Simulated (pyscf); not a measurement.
PySCF, gas phase, ωB97X-D3(BJ)/def2-SVP geometries. MP2 and CC: frozen core, UHF for open shells. ΔMP2 is the change of the MP2 total energy from the triple- to the quadruple-zeta basis.

Q: H₃C–CH•–Br -> •H₂C–CH₂–Br
Surface: doublet. Broken: C–H. Formed: C–H. Give ΔE‡ and ΔE from CCSD(T)/def2-TZVPP + ΔMP2(QZVPP), relative to the reactant's lowest minimum found.

A: ΔE‡ = 46.4 kcal/mol, ΔE = +1.4 kcal/mol. Zero-point energy shifts the barrier by -2.6 kcal/mol. It is a hydrogen shift, with an imaginary mode of 2007i cm⁻¹. From the product side, H₂C=CH₂ + Br• lies, by one bond made or cut, 35.9 kcal/mol under this saddle at ωB97M-D3(BJ). This is the saddle that the search found; another between the same sides may lie lower. The CCSD(T) − MP2 part came from Ansatz, without density fitting, on the same reference. The frozen core leaves the outer d or s,p core shells of the metals and heavy elements correlated in the MP2 and CC values, and def2-TZVPP describes them poorly, which can shift differences by a few kcal/mol. Elements up to Kr have no core potential and no relativistic terms here.
